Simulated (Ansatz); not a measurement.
We consider diamond, described by B3LYP (VWN-RPA form) (plane waves, PAW; Ansatz, a quantum-chemistry and plane-wave program).

Run with plane-wave cutoff 460 eV, 12×12×12 k mesh, Fermi–Dirac smearing 0.01 eV, scalar-relativistic PAW data made under PBE.

The cell has the measured lattice: a = 3.5670 Å, b = 3.5670 Å, c = 3.5670 Å, α = 90.00°, β = 90.00°, γ = 90.00°.

Q: What does this level give for the band gap, smallest direct gap on the k points sampled and width of the whole s-p valence band?

A: 
- band gap: 5.98 eV (indirect)
- smallest direct gap on the k points sampled: 7.43 eV
- width of the whole s-p valence band: 22.88 eV

Note: cell and atoms aren't relaxed at this level (pressure 0.3 GPa).

The computed numbers hold no vibrational or temperature effects.

It cost roughly 2.1 core-minutes of CPU time.
